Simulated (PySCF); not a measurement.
**Thionylimide (HNOS): geometry, spin-spin couplings**

What spin-spin couplings should Thionylimide (HNOS) (`N=S=O`) show?

The runs use PySCF 2.14.0, with density-fitted response routines of our own; the level of theory stands in each step. All values are computed, except where a source is named. Atoms are numbered from 0 throughout.

### Step 1. The starting structure

4 atoms, charge 0, multiplicity 1; geometry from: MMFF94s. The atoms were then displaced at random by about 0.03 Å, so the start is not that level's minimum.

Bonds of the start (Å): N0–S1 1.64, S1–O2 1.69, N0–H3 1.01.

### Step 2. Geometry optimisation at PBE0-D3(BJ)/def2-SVP

The job: settings as JSON, then the geometry in Å.

```
{"job": {"xc": "PBE0", "basis": "def2-SVP", "d3": "d3bj", "grid": 1, "shake": 0.03, "kind": "geom"}, "charge": 0, "multiplicity": 1}
N     -0.245070     0.362950    -1.275000
S     -0.110560    -1.087050    -0.517650
O     -1.519970    -2.008060    -0.661650
H     -1.123130     0.587820    -1.730510
```

Started as:

```console
> OMP_NUM_THREADS=1 python probes_run.py task.json out
```

The driver reads the jobs from task.json and runs them one after another.

**Question.** This job is followed by: B3LYP/cc-pVTZ indirect spin-spin coupling, non-relativistic, gas phase; B3LYP/6-31G* indirect spin-spin coupling, non-relativistic, gas phase. Predict these results of the whole session: point group; rotational constants (main isotopes); largest coupling of the table (B3LYP/cc-pVTZ); range of J(S1,O2), mean over like pairs.

The runs gave:

| quantity | value |
| --- | --- |
| point group | Cs |
| rotational constants (main isotopes) | 46.92, 9.79, 8.10 GHz |
| largest coupling of the table (B3LYP/cc-pVTZ) | ¹J(S,O) S1–O2, 57.4 Hz |
| range of J(S1,O2), mean over like pairs | 48.1 to 57.4 Hz |

What this shows: The start was shaken at random, so part of the energy gained undoes that. Relaxing lowered the energy by 1.300 eV in 13 steps; the close pair that moved most is S1–O2, from 1.690 to 1.471 Å. In the run at B3LYP/cc-pVTZ, the largest coupling of the table is S1–O2, 57.4 Hz, of which the Fermi-contact term gives 32.3 Hz. The coupling S1–O2, as a mean over pairs of its kind, runs from 48.1 Hz (B3LYP/6-31G*) to 57.4 Hz (B3LYP/cc-pVTZ). Couplings from bases without tight functions are rough.
